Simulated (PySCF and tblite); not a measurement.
The numbers below are computed, except where a source is named.
System: C4H5F, numbered as in [CH2:1]=[CH:2][C:3](=[CH2:4])[F:5].

For the rotation about the C2–C3 bond (torsion C1–C2–C3–C4 from 180° to 360°, rising): electronic barrier 7.26 kcal/mol, zero-point change -0.31 kcal/mol, thermal and entropy terms at 350 K a further 0.43 kcal/mol (symmetry numbers apart). The minimum is Cs, the saddle C1. Level: PBE0/pcSseg-2 + D3(BJ) on GFN2-xTB stationary points, with GFN2-xTB thermal terms. Rates follow Eyring's equation with the number of equivalent paths and no tunnelling. Programs: tblite and PySCF.

**Question.** How many equivalent paths lead out of the minimum?

**Answer.** 2: the symmetry number of the minimum is 1, that of the saddle displaced along its mode 1, and the displaced saddle is chiral while the minimum is not, which doubles the count.

**Question.** Work out the rate at 350 K.

**Answer.** ΔG‡ = 7.38 kcal/mol; k_B T/h = 7.3×10¹² s⁻¹; exp(−ΔG‡/RT) = 2.5×10⁻⁵; times 2 gives k = 3.6×10⁸ s⁻¹. Wigner's tunnelling factor for the 122i cm⁻¹ mode would be 1.01.
